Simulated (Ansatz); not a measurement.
Basis-set extrapolation for `C/C=C/CCl` (PBE0-D4/def2-TZVP geometry, frozen core, Ansatz). Multiplicity 1, RHF reference.

```csv
,def2-TZVPP,def2-QZVPP
HF,-615.101884,-615.121891
MP2 correlation,-0.860626,-0.922661
CCSD(T) correlation,-0.953498,not run
```

Energies in hartree. Use E(X) = E(∞) + A·exp(−7.88·√X) for Hartree–Fock and E(X) = E(∞) + B·X^(−2.97) for correlation, with X = 3 and 4, and add CCSD(T) minus MP2 of the smaller set to the MP2 limit.

Task: What is the CCSD(T) energy at the basis-set limit?

Result: HF limit: -615.121891 + (-0.020007) × 0.13774 = -615.12465. MP2 limit: -0.922661 + (-0.062035) × 0.74074 = -0.96861. Higher-order term: -0.953498 − (-0.860626) = -0.09287. Total: -616.18613 hartree, 343.3 kJ/mol below CCSD(T)/def2-TZVPP.
